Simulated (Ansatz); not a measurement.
A calculation on 1T (CdI2-type) TiTe2 returned lattice constant a 3.667 Å, lattice parameter c 6.335 Å, equilibrium volume per atom 24.59 Å³/atom, formation enthalpy -0.732 eV/atom.

For reference: equilibrium volume per atom 26.76 Å³/atom (measured, temperature not stated, no zero-point or thermal correction, from a published cell, temperature and pressure not stated; as tabulated in Journal of Solid State Chemistry 39, 230 (1981)).

**Question.** Which level of theory produced these numbers?
(A) LDA (Ansatz, a program for electronic structure)
(B) PBEsol (Ansatz)
(C) PBE-D3(BJ) (Ansatz)
(D) r²SCAN+rVV10 (Ansatz)

**Answer.** A, LDA (Ansatz)

The others give: r²SCAN+rVV10 3.785 Å, 6.591 Å, 27.26 Å³/atom, -0.837 eV/atom; PBE-D3(BJ) 3.699 Å, 6.379 Å, 25.19 Å³/atom, -0.703 eV/atom; PBEsol 3.696 Å, 6.444 Å, 25.41 Å³/atom, -0.721 eV/atom.

Unless a cell is named, each level is at its own relaxed cell (LDA 24.59, PBE-D3(BJ) 25.19, PBEsol 25.41, r²SCAN+rVV10 27.26 Å³/atom).

Caveats: the cell comes from a level without a dispersion term, which matters for the spacing of layers, chains or molecules (PBEsol, LDA). Ansatz's density-functional and Hartree–Fock values are scalar-relativistic unless marked +SOC, with PAW data made under PBE.
